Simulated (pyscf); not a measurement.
## Hydrogen abstraction: H₃C–CH₃ + •H₂Si–Cl → •H₂C–CH₃ + H₃Si–Cl

Gas phase, doublet surface, charge 0. Bonds broken: C1–H4. Bonds formed: Si2–H4. PySCF, gas phase, ωB97X-D3(BJ)/def2-SVP geometries.

Transition state (Å):

```xyz
12

C      0.7875     0.3957     0.9007
Si    -0.5259     0.8530    -1.9123
Cl    -1.7393     2.4451    -1.3482
H      0.3126     0.4845    -0.5730
H      1.3415    -0.5522     0.8861
H      1.4341     1.2819     0.9477
H     -1.4068    -0.2585    -2.3724
H      0.3317     1.3052    -3.0446
C     -0.4910     0.4407     1.6902
H     -1.1242    -0.4379     1.4845
H     -0.2947     0.4537     2.7781
H     -1.0761     1.3430     1.4500
```

One imaginary mode, 1148i cm⁻¹; descent along it reached the two sides named.

```tsv
bond	change	reactant side (Å)	saddle	product side
C1–H4	breaks	1.103	1.551	3.2
Si2–H4	forms	3.1	1.623	1.484
```

Electronic energies relative to the separated reactants (eV):

```tsv
level	barrier	reaction energy	reverse barrier
ωB97X-D3(BJ)/def2-TZVP	0.80	+0.51	0.29
PBE/def2-TZVP	0.76	+0.65	0.11
r²SCAN/def2-TZVP	0.74	+0.50	0.24
B3LYP-D3(BJ)/def2-TZVP	0.74	+0.52	0.21
PBE0-D3(BJ)/def2-TZVP	0.76	+0.58	0.17
M06-2X/def2-TZVP	0.95	+0.62	0.33
ωB97M-D3(BJ)/def2-TZVP	0.84	+0.50	0.34
HF/def2-TZVP	1.22	+0.26	0.97
```

With ωB97M-D3(BJ)/def2-TZVP energies and thermal terms (ideal gas, 1 atm, RRHO with modes under 100 cm⁻¹ raised to 100, one conformer, R ln 2 for chiral ones without a mode under 150 cm⁻¹), in eV:

| T (K) | ΔH‡ | ΔG‡ | ΔH | ΔG |
|---|---|---|---|---|
| 298 | 0.69 | 1.09 | +0.37 | +0.31 |
| 600 | 0.73 | 1.47 | +0.39 | +0.25 |
| 900 | 0.79 | 1.83 | +0.41 | +0.17 |
| 1200 | 0.83 | 2.17 | +0.43 | +0.09 |

This is the saddle that the search found; another between the same sides may lie lower. The angle at the transferred H is 163°.
